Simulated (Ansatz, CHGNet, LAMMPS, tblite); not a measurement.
**How well does each level of theory give the elastic constant C11 of zinc-blende ZnSe?**

Reference value: 85.9 GPa (measured, temperature not stated, not corrected to a static lattice; as tabulated in Oses et al. (2018), arXiv:1811.08464).

| level (code) | value (GPa) | cell (Å³/atom) | difference (%) |
|---|---|---|---|
| ionic model grunwald2012 (rigid ions, LAMMPS) | 81.0 | 25.07 | -5.7 |
| GFN2-xTB (tblite) | 51.9 | 25.55 | -40 |
| CHGNet-r²SCAN | 71.4 | 22.63 | -16.9 |
| PBE (Ansatz) | 79.7 | 23.55 | -7.2 |
| r²SCAN (Ansatz) | 90.2 | 22.73 | +5.0 |

The reference's temperature isn't stated, so close values are not ranked against it. Off by more than 25 %, or 35 % on the side where a correction would as a rule narrow the miss (bounds picked here): GFN2-xTB (-40 %).

The reference isn't brought to a static lattice, while the calculations are for one, so the differences are not the levels' errors alone. A static lattice is as a rule stiffer than a warm one, by over a tenth in soft solids.  GFN2-xTB: the method was fitted mainly to molecules. GFN2-xTB: the run uses a supercell at the zone centre in place of a k mesh. Each level is taken at its own relaxed cell. Cutoffs differ between the levels. Ansatz's density-functional and Hartree–Fock values are scalar-relativistic unless marked +SOC, with PAW data made under PBE.

Empirical potentials (ionic model grunwald2012) are fitted to chosen data: where that held the value shown, agreement is built in, and what lay outside the fit can be far off. Machine-learned potentials (CHGNet-r²SCAN) are trained on DFT data: a solid inside that data is no test of them.

Differences are worked out from the printed values.

Ansatz is a quantum-chemistry and plane-wave program.
